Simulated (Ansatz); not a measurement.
**Which is lower?**

Two relaxed structures of CH5SSi (charge -1), singlet (PBE0-D4/def2-TZVPD; forces vanish, vibrations not checked).

A:

C1  (-0.960, 0.660, -1.402)
S2  (-0.881, -0.989, -0.650)
Si3  (0.570, -0.789, 1.035)
H4  (0.028, 0.958, -1.760)
H5  (-1.295, 1.394, -0.664)
H6  (-0.024, 0.506, 1.625)
H7  (-1.661, 0.649, -2.244)
H8  (1.663, -0.046, 0.239)
(Å)

B:

```
atom    x (Å)    y (Å)    z (Å)
  C1  -0.9364   0.7004  -1.4903
  S2  -0.8682  -0.9082  -0.7404
 Si3   0.4791  -0.6368   0.8772
  H4   0.0523   1.0005  -1.8564
  H5  -1.3250   1.4424  -0.7832
  H6   0.0055   0.4187   1.8340
  H7   0.7653  -1.8514   1.7446
  H8   1.8274  -0.1656   0.4146
```

Ansatz 0.2.0; basis: def2-TZVPPD; cores frozen in the correlated methods. B3LYP uses VWN-RPA correlation.

(1) Which structure is lower at CCSD(T), and by how much? (Judge from chemistry; the value comes from the calculation.)

No T1 diagnostic of these runs exceeds 0.017.

## Answers

(1) Computed: A, by 28.38 kcal/mol (electronic energy, against the other). By their contacts, A is CH₅SSi ([CH3][S][SiH2]), total charge -1 and B is CH₅SSi ([CH2][S][SiH3]), total charge -1.

All methods give the same order:

```
   method  E(B) − E(A) (kcal/mol)
   PBE-D4                   26.38
r2SCAN-D4                   25.78
  PBE0-D4                   28.06
 B3LYP-D4                   27.05
  wB97M-V                   28.76
       HF                   29.85
      MP2                   26.02
     CCSD                   29.22
  CCSD(T)                   28.38
```

Labels in which every atom is bracketed show which atoms are joined, not bond orders.

For scale, one of the runs: CCSD(T)/def2-TZVPPD, 221 basis functions, launched by `ansatz run in.yaml --threads 2 --pin off --events-out ev --progress --plain --max-ram 4352MiB`. Hardware: 2 CPU threads of an Arm Neoverse V1, shared host. Wall time 83 s; peak host memory 3.2 GiB.
